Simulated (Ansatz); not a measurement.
Kohn–Sham single points on `NC1(O)C=N1`.

```yaml
crystal:
  periodic: [false, false, false]
  atoms:
    - {symbol: N, position_ang: [0.116057, -0.098536, -1.375917]}
    - {symbol: C, position_ang: [0.173569, -0.027972, 0.028759]}
    - {symbol: O, position_ang: [1.499294, -0.016977, 0.413530]}
    - {symbol: C, position_ang: [-0.881795, -0.458977, 0.886210]}
    - {symbol: N, position_ang: [-0.779300, 0.803787, 0.824956]}
    - {symbol: H, position_ang: [0.758820, 0.564949, -1.790075]}
    - {symbol: H, position_ang: [-0.819107, 0.066488, -1.717962]}
    - {symbol: H, position_ang: [1.541942, 0.299103, 1.320046]}
    - {symbol: H, position_ang: [-1.520979, -1.178163, 1.393353]}
basis:
  gaussian: {orbitals: def2-TZVPP}
hamiltonian: {xc: {name: B2PLYP}}
```

```sh
$ ansatz run in.yaml --threads 2 --pin off --events-out ev --progress --plain --max-ram 4352MiB
```

It prints (some lines left out):

```
Functional definition: B2PLYP
1299 factors; integrals over basis functions are off by at most 1.1e-3 eV
mean field evaluation 1: about -7146.7937 eV, gradient 5.6e1 eV
mean field evaluation 2: about -7146.9747 eV, gradient 5.6e1 eV
mean field evaluation 4: about -7152.6969 eV, gradient 7.0e0 eV
mean field evaluation 8: about -7152.8034 eV, gradient 9.8e-1 eV
mean field evaluation 16: about -7152.8054 eV, gradient 5.9e-4 eV
mean field -7152.80535811 eV, -262.8607485651 hartree, gradient 8.4e-6 eV, S^2 0.000000; 0 other end points of the search recorded, 0 dependent functions left out
5 core orbitals not correlated: weight in the atoms' cores, before any rotation towards them, 1.000 or more for the frozen orbitals, at most 0.000 for the correlated occupied ones
reference -7152.80549695 eV, -262.8607536673 hartree; 14, 14 occupied and 192, 192 virtual orbitals, 1299 factors
second order -31.76832667 eV of doubles, -0.00000000 eV of singles
Total energy: -7161.38294515 eV, -263.1759690747 hartree
```

It took 5.5 s on 2 threads of an Arm Neoverse V2 on a shared host, with 0.48 GiB of host memory at the peak.

The same input with `hamiltonian: {xc: pbe0, dispersion: d4}` (abridged; 2.8 s):

```
Functional definition: PBE0
mean field evaluation 16: about -7158.7885 eV, gradient 2.6e-4 eV
mean field -7158.78848281 eV, -263.0806243423 hartree, gradient 5.2e-5 eV, S^2 0.000000
Total energy: -7158.91811119 eV, -263.0853880974 hartree
```

The same input with `hamiltonian: {xc: r2scan, dispersion: d4}` and forces (abridged; 4.8 s):

```
Functional definition: r2SCAN
mean field evaluation 16: about -7162.9739 eV, gradient 1.2e-3 eV
mean field -7162.97387953 eV, -263.2344348346 hartree, gradient 7.9e-5 eV, S^2 0.000000
Total energy: -7163.01180207 eV, -263.2358284625 hartree
Atom 0 force     0.021646    -0.060317    -0.140219 eV/Å
Atom 1 force    -0.067910    -0.171715    -0.111807 eV/Å
Atom 2 force     0.313520     0.007083     0.022999 eV/Å
Atom 3 force    -0.027633    -0.417974     0.010608 eV/Å
Atom 4 force    -0.184695     0.587499     0.163911 eV/Å
Atom 5 force     0.008960     0.030642    -0.023941 eV/Å
Atom 6 force    -0.015265     0.023503    -0.004051 eV/Å
Atom 7 force    -0.009020     0.006556     0.046614 eV/Å
Atom 8 force    -0.039603    -0.005276     0.035885 eV/Å
Dipole moment:    -0.175742    -0.085620     0.088435 e Å
```

The same input with `hamiltonian: {xc: hse06, dispersion: d4}` (abridged; 2.9 s):

```
Functional definition: HSE06
mean field evaluation 16: about -7158.4346 eV, gradient 2.6e-4 eV
mean field -7158.43457039 eV, -263.0676183004 hartree, gradient 5.4e-5 eV, S^2 0.000000
Total energy: -7158.55328964 eV, -263.0719811527 hartree
```

Changing it to `hamiltonian: {xc: {name: r2SCAN0}, dispersion: d4}` (abridged; 5 s):

```
Functional definition: r2SCAN0
mean field evaluation 16: about -7161.9143 eV, gradient 1.4e-3 eV
mean field -7161.91433440 eV, -263.1954972694 hartree, gradient 1.0e-5 eV, S^2 0.000000
Total energy: -7161.95763804 eV, -263.1970886486 hartree
```

Changing it to `hamiltonian: {xc: {name: CAM-B3LYP}, dispersion: d4}` (abridged; 3.1 s):

```
Functional definition: CAM-B3LYP
mean field evaluation 16: about -7163.7310 eV, gradient 2.7e-4 eV
mean field -7163.73097576 eV, -263.2622576081 hartree, gradient 6.3e-5 eV, S^2 0.000000
Total energy: -7163.85901696 eV, -263.2669630351 hartree
```

HSE06 is the plane-wave form, built on full-range PBE exchange.
